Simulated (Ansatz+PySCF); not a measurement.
Two shapes of singlet H5O2(+).

Shape 1:

```xyz
7

H     0.0000    0.0000   -0.0248
O     1.1917    0.0423    0.0327
O    -1.1917   -0.0423    0.0327
H     1.6054    0.8024    0.4713
H    -1.6054   -0.8024    0.4713
H     1.7350   -0.2354   -0.7208
H    -1.7350    0.2354   -0.7208
```

Shape 2:

```xyz
7

H     0.0000    0.0000   -0.0268
O     1.2870    0.0457    0.0354
O    -1.2870   -0.0457    0.0354
H     1.7338    0.8666    0.5090
H    -1.7338   -0.8666    0.5090
H     1.8738   -0.2542   -0.7785
H    -1.8738    0.2542   -0.7785
```

Basis set: def2-SVP (spherical functions). Correlated methods keep 2 orbitals frozen. Charge 1, multiplicity 1.

Computed with Ansatz (development build ahead of 0.2.0); each method stands on the lowest determinant of its kind that the runs found.

Which shape is lower in energy, and by how much in each method?

| method | E(2) − E(1) (eV) |
| --- | --- |
| UHF | 1.021 |
| RHF-MP2 | 0.707 |
| UHF-CCSD | 0.733 |
| RHF-CCSD(T) | 0.711 |
| UHF-CCSD(T) | 0.711 |

Shape 1 is lower.
